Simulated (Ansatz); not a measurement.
Scan of [NH2···H···N], quartet

Starting geometry:

```xyz
5

N    -1.0732   -0.0184   -0.0286
H    -1.3705    0.9495   -0.0286
H    -1.3705   -0.4207    0.8517
H    -0.0607   -0.0184   -0.0286
N     1.2748   -0.0184   -0.0286
```

From there H4 is moved from one fragment to the other while all else, the fragments' distance too, stays fixed; atoms are numbered as listed. Energies are in kcal/mol, counted from the starting geometry at the same level. Kohn–Sham curves are unrestricted where that lies lower.

Basis cc-pVDZ; Ansatz 0.2.0. Correlated methods freeze the noble-gas cores. R marks a restricted (for open shells ROHF) determinant, U an unrestricted one.

In so small a basis the reference is far from its limit while semilocal and hybrid functionals are nearer theirs (RPA and double hybrids share much of the reference's basis error), so the functionals' errors here hold much of the reference's basis and frozen-core error, which can add to them or hide them.

Full CI isn't at hand for all of this; UCCSDT(Q) serves as the reference, and is uncertain by about the last step of the cluster series.

```tsv
distance N1-H4 (Å)	UCCSDT(Q)	PBE	r2SCAN	PBE0	B3LYP	r2SCAN0	wB97X-V	wB97M-V	B2PLYP	RPA-PBE
0.942	1.2	4.3	3.3	2.8	2.9	2.2	2.2	1.9	2.0	2.6
1.012	0.0	0.0	0.0	0.0	0.0	0.0	0.0	0.0	0.0	0.0
1.055	1.7	-0.3	0.2	0.5	0.4	0.9	1.0	1.1	1.0	0.6
1.097	4.3	0.4	1.4	2.0	1.7	2.8	2.9	3.1	3.0	2.2
1.139	7.5	1.7	3.3	4.0	3.6	5.1	5.3	5.6	5.4	4.3
1.181	10.8	3.6	5.4	6.2	5.6	7.6	7.9	8.3	8.0	6.7
1.224	14.0	5.8	7.9	8.6	7.9	10.1	10.6	10.9	10.6	9.3
1.266	16.9	8.5	10.5	11.0	10.2	12.5	13.2	13.5	13.2	12.0
1.308	19.8	11.8	13.5	13.9	13.0	15.2	16.0	16.3	15.9	15.1
```
